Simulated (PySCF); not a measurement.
**Working out the electron affinity of O**

O- [He] 2s2 2p5 (2P) → O [He] 2s2 2p4 (3P). Computed with PySCF 2.14 in aug-cc-pwCVDZ, with the non-relativistic Hamiltonian (point nucleus). Frozen: nothing. Energies in hartree (1 hartree = 27.21139 eV):

```
            part  O- (lower)   O (upper)
             UHF  -74.777489  -74.796697
CCSD correlation   -0.222287   -0.163122
             (T)   -0.006049   -0.002098
```

Problem. What does Hartree-Fock give?

Solution. (-74.796697) − (-74.777489) = -0.019208 hartree = -0.523 eV.

Problem. What do CCSD and CCSD(T) give?

Solution. The CCSD correlation energies differ by 0.059165 hartree = 1.610 eV and the triples by 0.003951 hartree = 0.108 eV, so CCSD gives 1.087 eV and CCSD(T) 1.195 eV.

A first-order spin-orbit estimate adds -0.001 eV to CCSD(T) (valence and next inner shell), giving 1.194 eV against 1.461 eV (measured; photodetachment measurements, as compiled on the Wikipedia data page of electron affinities).

A double-zeta basis recovers only part of the correlation energy.

What remains against the reference includes basis incompleteness and higher excitations.
